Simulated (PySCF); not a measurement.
Partial charges of `CC[S+](C)(C)=O`

Species: C4H11OS (charge +1).
Cartesian coordinates in Å at the PBE0-D3(BJ)/def2-SVP level; atoms count from 1:
```xyz
17
C4H11OS angstrom
C     -2.197   -0.041    0.224
C     -0.933   -0.768   -0.187
S      0.516    0.052    0.480
C      1.906   -0.962    0.054
C      0.726    1.566   -0.417
O      0.407    0.272    1.915
H     -3.060   -0.634   -0.111
H     -2.257    0.059    1.317
H     -2.282    0.953   -0.238
H     -0.789   -0.853   -1.276
H     -0.872   -1.774    0.261
H      1.938   -1.141   -1.030
H      2.803   -0.428    0.401
H      1.790   -1.899    0.616
H      0.829    1.369   -1.493
H      1.625    2.046   -0.005
H     -0.155    2.188   -0.203
```

Density: PBE0/pcSseg-1 (PySCF); schemes: Mulliken, IAO, Hirshfeld and ESP-fitted. The structure is a single PBE0-D3(BJ)/def2-SVP conformer in the gas phase; no vibrational or solvent corrections.

For which atoms does the sign change between the 4 schemes (beyond +0.03 e in one, beyond −0.03 e in another)?

For none.

At which atom do the 4 schemes differ most?

At S3: from +0.556 (Mulliken) to +1.683 e (IAO), 1.127 e apart.

Which atoms carry the highest charge in the Mulliken, IAO, Hirshfeld and ESP-fitted schemes?

All schemes agree: Mulliken S3 (+0.556); IAO S3 (+1.683); Hirshfeld S3 (+0.575); ESP-fitted S3 (+0.830).

Give the atomic charges in each scheme.

In e:

```tsv
atom	environment	Mulliken	IAO	Hirshfeld	ESP-fitted
C1	methyl carbon	-0.281	-0.427	-0.093	-0.298
C2	sp3 carbon bound to sulfur	-0.368	-0.415	-0.036	-0.116
S3	sulfur bonded to 3 C and O	+0.556	+1.683	+0.575	+0.830
C4	S-methyl carbon	-0.327	-0.597	-0.073	-0.689
C5	S-methyl carbon	-0.341	-0.597	-0.075	-0.633
O6	oxygen bonded to S	-0.456	-0.806	-0.246	-0.394
H7	methyl hydrogen	+0.189	+0.194	+0.083	+0.159
H8	methyl hydrogen	+0.180	+0.182	+0.065	+0.134
H9	methyl hydrogen	+0.153	+0.158	+0.061	+0.114
H10	methylene hydrogen	+0.197	+0.182	+0.080	+0.128
H11	methylene hydrogen	+0.216	+0.194	+0.085	+0.148
H12	methyl hydrogen	+0.197	+0.199	+0.092	+0.253
H13	methyl hydrogen	+0.221	+0.213	+0.099	+0.296
H14	methyl hydrogen	+0.223	+0.213	+0.099	+0.276
H15	methyl hydrogen	+0.196	+0.198	+0.092	+0.254
H16	methyl hydrogen	+0.223	+0.213	+0.099	+0.270
H17	methyl hydrogen	+0.222	+0.211	+0.096	+0.267
```

Mean size of the charges over all atoms: IAO 0.393 e, ESP-fitted 0.309 e, Mulliken 0.267 e, Hirshfeld 0.121 e. Each set sums to the total charge, 1, to within 0.001 e. The ESP scheme is a least-squares fit of atom-centred charges to the potential on four shells outside the van der Waals surface, with the total charge fixed.

How many electrons does the Hirshfeld scheme count on S3?

Z − q = 16 − (+0.575) = 15.425.

Sum the charges by element, for elements with more than one atom.

| element | atoms | Mulliken | IAO | Hirshfeld | ESP-fitted |
| --- | --- | --- | --- | --- | --- |
| C | 4 | -1.317 | -2.036 | -0.278 | -1.736 |
| H | 11 | +2.217 | +2.158 | +0.950 | +2.299 |

How closely do the schemes follow one another over all atoms?

Correlation coefficient and root-mean-square difference: IAO with Hirshfeld 0.98, 0.382 e; Mulliken with ESP-fitted 0.92, 0.152 e; IAO with ESP-fitted 0.92, 0.248 e; Mulliken with IAO 0.91, 0.303 e; Mulliken with Hirshfeld 0.85, 0.167 e; Hirshfeld with ESP-fitted 0.85, 0.246 e.
